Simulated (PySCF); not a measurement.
Molecule: `CCC1(F)CC1`, C₅H₉F.

Geometry (Å), atoms numbered from 1 in this order:
```xyz
15

C     1.7764   -0.8950   -0.2318
C     0.8561   -0.0115    0.5955
C    -0.2880    0.5463   -0.2020
F     0.1556    1.3184   -1.2438
C    -1.5291   -0.2333   -0.4730
C    -1.5649    0.9874    0.4213
H     1.2375   -1.7696   -0.6286
H     2.1782   -0.3350   -1.0887
H     2.6250   -1.2602    0.3652
H     1.4206    0.8354    1.0220
H     0.4412   -0.5704    1.4495
H    -1.9613   -0.1329   -1.4714
H    -1.6320   -1.2240   -0.0215
H    -1.6978    0.8521    1.4982
H    -2.0174    1.8925    0.0091
```

Spin–spin couplings on one PBE0-D3(BJ)/def2-SVP geometry, PySCF, gas phase, non-relativistic, equivalent pairs averaged (spin–dipole term only in couplings to heteroatoms); isotopes ¹³C, ¹⁹F, ¹H; functional B3LYP.

Q: How do the couplings (Hz) change with the basis set? Times are CPU seconds on shared hosts with different chips, so compare them loosely. Far from the basis limit: 6-31G*, pcJ-0, def2-TZVP, cc-pVTZ.

A: 
```tsv
basis set	functions	¹J(C3,F4)	¹J(C5,H12)	¹J(C5,H13)	¹J(C2,H10)	¹J(C1,H7)	¹J(C2,C3)	¹J(C1,C2)	core-s
6-31G*	102	-205.9	174.0	169.9	145.7	142.2	66.9	48.8	10
pcJ-0	105	-345.7	147.1	145.4	113.5	114.3	37.9	28.2	10
def2-TZVP	240	-312.0	161.4	159.9	124.0	125.8	53.0	35.4	38
pcJ-1	252	-277.6	169.7	167.7	131.2	133.4	53.5	37.2	45
cc-pVTZ	306	-267.0	151.8	149.8	115.1	118.4	47.6	26.5	54
```

The Fermi-contact term samples the wavefunction at the nucleus, which is why sets with added tight s functions (names with J) are made for couplings.
